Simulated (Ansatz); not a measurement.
**Forms of SiNH3 and their order**

Ansatz 0.2.0, basis cc-pVDZ; geometries are PBE0/def2-TZVP minima. Wave-function levels freeze the cores; HF, MP2 and coupled cluster are restricted for singlets and unrestricted otherwise, Kohn–Sham unrestricted where that lies lower. The reference is CCSDT(Q) (coupled cluster only where its series has nearly closed). Semilocal and hybrid functionals correlate all electrons outside any core potential and usually lie nearer their basis limit than the reference, so part of their error here is the reference's basis and frozen-core error; RPA and the MP2 part of double hybrids freeze the same cores as the reference. None of these values is a measured one. Energies are electronic, without zero-point terms. The set is small: such energies can lie up to about 0.3 eV from the limit, spin gaps mostly less, so near ties and functionals' places can change in larger sets. No spin–orbit coupling and no scalar relativity. The species are chosen: bound, without strong static correlation by their natural occupations or amplitudes, and with a ladder that closes on the reference, so errors are smaller than for species at large; levels whose determinant breaks symmetry or spin markedly are left out.

A. singlet; N–Si 1.593, Si–H 1.477/1.490, N–H 1.012, angles at N 121°, angles at Si 112/118/129°. Coordinates (Å): Si 0.000 -0.030 0.504; N 0.000 0.114 -1.082; H 0.000 -1.262 1.343; H 0.000 1.205 1.315; H 0.000 -0.700 -1.682
B. singlet; N–Si 1.707, Si–H 1.532, N–H 1.008, angles at N 112/122/126°, angles at Si 94°. Coordinates (Å): Si 0.000 -0.081 0.625; N 0.000 0.049 -1.077; H 0.000 1.434 0.851; H 0.000 0.905 -1.610; H 0.000 -0.766 -1.671
C. triplet; N–Si 1.747, Si–H 1.496, N–H 1.020, angles at N 119°, angles at Si 106/109°. Coordinates (Å): Si -0.112 0.000 0.564; N 0.184 0.000 -1.158; H 0.586 -1.215 1.090; H 0.586 1.215 1.090; H -0.612 0.000 -1.795

From bonding and spin, estimate the order of these in energy at CCSDT(Q), each at its own geometry.

At CCSDT(Q), above the lowest of those listed: B (0.000 eV), A (0.779 eV), C (2.585 eV).

| level | A less B (eV) | C less B (eV) |
| --- | --- | --- |
| CCSDT(Q) | 0.779 | 2.585 |
| HF | 1.039 | 1.561 |
| MP2 | 0.675 | 2.706 |
| CCSD | 0.860 | 2.538 |
| CCSD(T) | 0.791 | 2.588 |
| CCSDT | 0.790 | 2.578 |
| PBE | 0.779 | 2.522 |
| r2SCAN | 0.728 | 2.263 |
| B2PLYP | 0.759 | 2.572 |

Every level shown puts the same form lowest.

The geometries are PBE0's, not this basis's own minima.
